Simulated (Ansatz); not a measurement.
**H$_{3}$S⁺, triplet: from triple and quadruple zeta to the limit**

```yaml
atoms:
  - { symbol: S, position_ang: [0.0000, -0.0391, 0.0000] }
  - { symbol: H, position_ang: [0.0000, 1.3184, 0.0000] }
  - { symbol: H, position_ang: [0.0000, -0.0372, 1.5201] }
  - { symbol: H, position_ang: [0.0000, -0.0372, -1.5201] }
```

Ansatz 0.2.0, UHF determinant, valence electrons correlated. Energies in eV.

```
       set  X  functions  Hartree–Fock  MP2 correlation  CCSD(T) correlation                                                    time
def2-TZVPP  3         84   -10852.9907          -4.3858              -5.4333  2.5 s on 1 thread of Arm Neoverse V1, on a shared host
def2-QZVPP  4        160   -10853.3166          -4.7493              -5.7693       20 s on 1 thread of Arm Neoverse V1 (shared host)
```

Hartree–Fock is taken to follow E(X) = E∞ + A·exp(−7.88·√X), correlation E(X) = E∞ + B·X^−2.97.

Cautions: another spin lies lower.

Problem. Work out the CCSD(T) energy at the limit, and how far the shortcut misses it that extrapolates MP2 and adds CCSD(T) minus MP2 from the smaller set.

Solution. Hartree–Fock: E∞ = E4 + 0.1377·(E4 − E3) = -10853.3615. Correlation: E∞ = E4 + 0.7407·(E4 − E3) = -6.0182 for CCSD(T) and -5.0185 for MP2. The limit is -10859.3797 eV, 0.294 eV below def2-QZVPP. The shortcut gives a correlation energy of -5.0185 + (-1.0475) = -6.0661, 48 meV lower than the direct value.

Past Ne part of the Hartree–Fock step between the two sets comes from the cores, which don't follow the formula, so the 45 meV that it adds to the total can overshoot; that part largely cancels in differences.
